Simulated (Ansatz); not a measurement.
Energy needed to pull apart C3H2O (SMILES C#CC=O), closed shell, into free ground-state atoms, from the structure below (displaced at random from a GFN2-xTB minimum); no zero-point or spin–orbit terms; open-shell atoms are treated unrestricted, in their ground-state multiplicity.

| atom | x (Å) | y (Å) | z (Å) |
| --- | --- | --- | --- |
| C1 | -0.2726 | 1.0043 | -0.9589 |
| C2 | 0.0092 | 0.2625 | -0.2541 |
| C3 | 0.3384 | -0.8137 | 0.6173 |
| O4 | -0.2840 | -1.7074 | 0.7766 |
| H5 | -0.6689 | 1.7878 | -1.6150 |
| H6 | 1.2595 | -0.5576 | 1.3841 |

Ansatz 0.2.0; basis: def2-TZVPP; cores frozen in the correlated methods.

```
   method  atomization energy (kJ/mol)
   PBE-D4                         2672
r2SCAN-D4                         2566
  PBE0-D4                         2586
 HSE06-D4                            ?
 BHLYP-D4                         2440
  wB97M-V                         2567
       HF                            ?
      MP2                         2554
     CCSD                         2395
  CCSD(T)                         2449
```

Task: What does HSE06-D4 give? (An estimate is asked for; the value comes from the calculation.)

Result: Computed: 2588 kJ/mol, which is about 139 kJ/mol more than CCSD(T)/def2-TZVPP.

Task: What does HF give? (An estimate is asked for; the value comes from the calculation.)

Result: The calculation gives: 1730 kJ/mol, which is about 719 kJ/mol less than CCSD(T)/def2-TZVPP.

In triple zeta the MP2 and coupled-cluster atomization energies are still short of their basis limit by a few kcal/mol a bond, whereas those of the functionals are nearly converged, so these differences are not deviations from converged CCSD(T).

The T1 diagnostic stays at or below 0.013.

For scale, one of the runs: CCSD(T)/def2-TZVPP forces, 152 basis functions (an equivalent command: `ansatz run in.yaml --threads 4`). The run took 51 s on 4 CPU threads (shared host), with 2 GiB of host memory at its peak.
